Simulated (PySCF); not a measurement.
Level sweep

AlH (singlet state).
Geometry (PBE0-D3(BJ)/def2-SVP, Å), atoms numbered from 1 in this order:
```xyz
2
AlH angstrom
Al     0.8363   -0.0064   -0.0049
H     -0.8308    0.0090   -0.0234
```

PySCF, dipoles from the SCF density, polarisabilities from static response with core orbitals frozen. Geometry: PBE0-D3(BJ)/def2-SVP; no solvent, vibrations or thermal averaging.

Question: How do dipole and polarisability depend on functional and basis here?

Answer: 

```csv
level,μ (D),α (au),anisotropy (au)
LDA/def2-SVPD,0.115,46.29,6.98
PBE/def2-SVPD,0.114,46.44,5.41
B3LYP/def2-SVPD,0.206,45.38,5.07
PBE0/def2-SVPD,0.060,46.31,3.96
BHandHLYP/def2-SVPD,0.142,45.24,3.48
CAM-B3LYP/def2-SVPD,0.161,45.03,4.40
wB97X-D/def2-SVPD,0.006,46.53,3.62
LC-wPBE/def2-SVPD,0.062,46.13,2.16
HF/def2-SVPD,0.088,46.92,0.35
PBE0/6-31G*,0.299,37.56,2.27
PBE0/def2-SVP,0.093,39.39,7.51
PBE0/6-31+G*,0.150,38.93,8.90
PBE0/aug-cc-pVDZ,0.080,47.82,6.65
PBE0/def2-TZVP,0.097,42.95,3.97
PBE0/def2-TZVPD,0.126,47.38,5.67
PBE0/aug-cc-pVTZ,0.110,48.00,6.21
```

The anisotropy is √(½[(α1 − α2)² + (α2 − α3)² + (α3 − α1)²]). The dipole runs from 0.01 D (wB97X-D/def2-SVPD) to 0.30 D (PBE0/6-31G*). No reference polarisability is at hand; against PBE0 in the largest diffuse basis at hand (aug-cc-pVTZ) the other PBE0 rows deviate by 6-31G* -22%, def2-SVP -18%, 6-31+G* -19%, def2-SVPD -4%, aug-cc-pVDZ 0%, def2-TZVP -11%, def2-TZVPD -1%. In one basis (def2-SVPD) the functionals order the polarisability from CAM-B3LYP (lowest) to HF (highest), a spread of 4%. With PBE0 the polarisability is 39.96 au without diffuse functions (mean of 6-31G*, def2-SVP and def2-TZVP) and 45.69 au with them (mean of 6-31+G*, def2-SVPD, aug-cc-pVDZ, def2-TZVPD and aug-cc-pVTZ).
